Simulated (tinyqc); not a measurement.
ROHF in the sto-3g basis, for NH, spin multiplicity 3, step by step (part 2 of 2). Computed by tinyqc, a small Python program that keeps every step (integrals from PySCF). Command: `OMP_NUM_THREADS=1 python tinyqc.py 26906 26907 out.jsonl` (the two numbers bound the seeds that draw the settings). One thread of a shared host (Intel(R) Xeon(R) Processor @ 2.60GHz), about 0.09 s of CPU time with the checks.

Geometry (angstrom):

| atom | x | y | z |
|---|---|---|---|
| N | 0.0000 | 0.0000 | 0.0000 |
| H | 0.0000 | 0.0000 | 1.7260 |

## Convergence

Stop when the energy changes by less than 1e-10 hartree and every element of the error matrix X^T (F D S - S D F) X is below 3e-06.

Course of the cycle:

| iteration | E (hartree) | change | largest element of the error matrix |
|---|---|---|---|
| 1 | -20.393321 | - | 1.07e-01 |
| 2 | -53.621071 | -3.32e+01 | 1.43e-01 |
| 3 | -53.669370 | -4.83e-02 | 1.72e-01 |
| 4 | -53.668067 | 1.30e-03 | 1.70e-01 |
| 5 | -53.672808 | -4.74e-03 | 1.72e-01 |
| 6 | -53.672458 | 3.50e-04 | 1.72e-01 |
| 7 | -53.683026 | -1.06e-02 | 1.78e-01 |
| 8 | -53.762169 | -7.91e-02 | 2.17e-01 |
| 9 | -53.787378 | -2.52e-02 | 2.13e-01 |
| 10 | -54.102056 | -3.15e-01 | 9.83e-02 |
| 11 | -54.108711 | -6.66e-03 | 4.14e-02 |
| 12 | -54.110231 | -1.52e-03 | 2.42e-03 |
| 13 | -54.110236 | -4.95e-06 | 3.37e-04 |
| 14 | -54.110236 | -6.14e-08 | 1.69e-04 |
| 15 | -54.110236 | -2.04e-08 | 3.20e-06 |
| 16 | -54.110236 | -1.23e-11 | 2.39e-09 |

PySCF ROHF in the same basis = -54.110236 hartree

Converged in 16 iterations.

## Populations, bond orders and dipole

D(alpha) after iteration 16:
```
          1N 1s    1N 2s  1N 2px  1N 2py   1N 2pz    2H 1s
1N 1s    1.0577  -0.2460  0.0000  0.0000   0.0263  -0.0015
1N 2s   -0.2460   1.0505  0.0000  0.0000  -0.1224  -0.0258
1N 2px   0.0000   0.0000  1.0000  0.0000   0.0000   0.0000
1N 2py   0.0000   0.0000  0.0000  1.0000   0.0000   0.0000
1N 2pz   0.0263  -0.1224  0.0000  0.0000   0.4248   0.4245
2H 1s   -0.0015  -0.0258  0.0000  0.0000   0.4245   0.4335
```

D(beta) after iteration 16:
```
          1N 1s    1N 2s  1N 2px  1N 2py   1N 2pz    2H 1s
1N 1s    1.0577  -0.2460  0.0000  0.0000   0.0263  -0.0015
1N 2s   -0.2460   1.0505  0.0000  0.0000  -0.1224  -0.0258
1N 2px   0.0000   0.0000  0.0000  0.0000   0.0000   0.0000
1N 2py   0.0000   0.0000  0.0000  0.0000   0.0000   0.0000
1N 2pz   0.0263  -0.1224  0.0000  0.0000   0.4248   0.4245
2H 1s   -0.0015  -0.0258  0.0000  0.0000   0.4245   0.4335
```

overlap S:
```
         1N 1s   1N 2s  1N 2px  1N 2py  1N 2pz   2H 1s
1N 1s   1.0000  0.2350  0.0000  0.0000  0.0000  0.0116
1N 2s   0.2350  1.0000  0.0000  0.0000  0.0000  0.1669
1N 2px  0.0000  0.0000  1.0000  0.0000  0.0000  0.0000
1N 2py  0.0000  0.0000  0.0000  1.0000  0.0000  0.0000
1N 2pz  0.0000  0.0000  0.0000  0.0000  1.0000  0.1858
2H 1s   0.0116  0.1669  0.0000  0.0000  0.1858  1.0000
```

Mulliken: Z minus the diagonal of D S on the atom; Loewdin: the same with S^(1/2) D S^(1/2); Mayer order: 2 sum_s sum (D(s) S)_ij (D(s) S)_ji over the two atoms.

Charges (e):

| atom | Mulliken | Loewdin | Mulliken spin |
|---|---|---|---|
| 1N | 0.0161 | 0.0208 | 2.0000 |
| 2H | -0.0161 | -0.0208 | 0.0000 |

Mayer bond orders:

| pair | order |
|---|---|
| 2-1 | 0.9997 |

dipole moment about the origin, x y z (debye): 0.0000  0.0000  0.4209
